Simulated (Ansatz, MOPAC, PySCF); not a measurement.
Species: C₄H₅, net charge 0, doublet state. SMILES: [CH2]C#CC
Geometry from a B3LYP-D3(BJ)/def2-TZVP (Ansatz, an electronic-structure program) optimisation:
```xyz
9

C     -0.0030    -0.1564     2.0674
C     -0.0010    -0.0559     0.7061
C      0.0008     0.0323    -0.5132
C      0.0029     0.1519    -1.9587
H     -0.9312    -0.2049     2.6212
H      0.9235    -0.1905     2.6250
H     -0.0047     1.2023    -2.2661
H      0.8918    -0.3120    -2.3930
H     -0.8770    -0.3258    -2.3966
```
Charge 0, spin multiplicity 2.

Property: enthalpy of formation at 298 K, in kcal/mol. Conventions: 6-31G* and kin with 6d, 5d where marked; non-relativistic; 6-311+G** with 5d; no dispersion term unless named; open shells spin-unrestricted; spin-orbit terms left out. First-principles rows: single points at B3LYP-D3(BJ) geometries (Ansatz), with unscaled harmonic terms from B3LYP/6-31G* at its own minima, enthalpies of formation by atomisation with measured atoms. Semi-empirical rows: MOPAC heats of formation at their own minima for 298 K.

```csv
level,program,enthalpy of formation at 298 K (kcal/mol)
PM3,MOPAC,59.3
PM6,MOPAC,58.8
BLYP/6-31G*,Ansatz,75.7
B3LYP/STO-3G,Ansatz,-63.4
B3LYP/6-31G*,Ansatz,75.7
B3LYP/6-311+G**,Ansatz,79.5
M06-2X/6-31G* (5d),PySCF,74.0
wB97M-V/def2-TZVPD,Ansatz,73.8
```

No value to compare with is used here. The 7 habitual levels span -63.4 (B3LYP/STO-3G) to 79.5 kcal/mol (B3LYP/6-311+G**); wB97M-V/def2-TZVPD gives 73.8.

The levels are drawn from those run, B3LYP/6-31G* more often than the rest, none by its result; runs whose electronic state is in doubt are left out.
